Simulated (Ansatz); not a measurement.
Species: C$_{4}$H$_{9}$, SMILES `C[C](C)C` (charge 0, multiplicity 2), formula C₄H₉.

Task: How many basis functions does frozen-core CCSD(T)/cc-pVTZ // B3LYP-D3(BJ)/def2-TZVP run with Ansatz (a program for electronic structure) use, how many core orbitals are frozen, and how many electrons are correlated?

Result: 246 basis functions and 4 frozen orbitals, which leaves 25 correlated electrons. Core time is of the order of minutes.
